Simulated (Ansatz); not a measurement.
HBSi, singlet: reading a ladder of total energies

Geometry: displaced at random from a stationary point.

```xyz
3

Si    0.0844    0.0052    1.6538
B    -0.0805    0.0136   -0.2298
H    -0.0039   -0.0188   -1.4239
```

Basis 6-31G; Ansatz 0.2.0. Correlated methods freeze the noble-gas cores, which leaves 8 electrons in 18 orbitals. Prefix R: restricted or restricted open-shell reference.

Full CI is exact within this basis and frozen core; it isn't the basis-set limit.

Runs differ by some tens of microhartree through their thresholds, so steps under 0.03 kcal/mol mean nothing.

| level | total energy (hartree) |
| --- | --- |
| RHF | -313.995879 |
| RMP2 | -314.082247 |
| RCCSD | -314.109855 |
| RCCSD(T) | -314.113246 |
| RCCSDT* | -314.115267 |
| RCCSDT(Q)* | -314.116669 |
| RCCSDTQ* | -314.117078 |
| full CI | -314.117163 |

Question: What is the correlation energy at full CI, and what share of it do RMP2 and RCCSDT(Q) recover?

Answer: E(corr) = -314.117163 − (-313.995879) = -0.121284 hartree = -3.300 eV. RMP2: -0.086368 / -0.121284 = 71.21 %. RCCSDT(Q): -0.120790 / -0.121284 = 99.59 %.

Question: By how many kcal/mol does RCCSD(T) miss full CI (1 hartree = 627.509 kcal/mol), and which steps make up the rest?

Answer: -314.113246 − (-314.117163) = 0.003917 hartree = 2.46 kcal/mol. Steps: RCCSDT − RCCSD(T) = -1.27, RCCSDT(Q) − RCCSDT = -0.88, RCCSDTQ − RCCSDT(Q) = -0.26, full CI − RCCSDTQ = -0.05 kcal/mol. With more than one leading determinant such errors change with state and geometry, and needn't cancel in differences.

An asterisk marks runs whose energy the program itself flagged as in doubt.
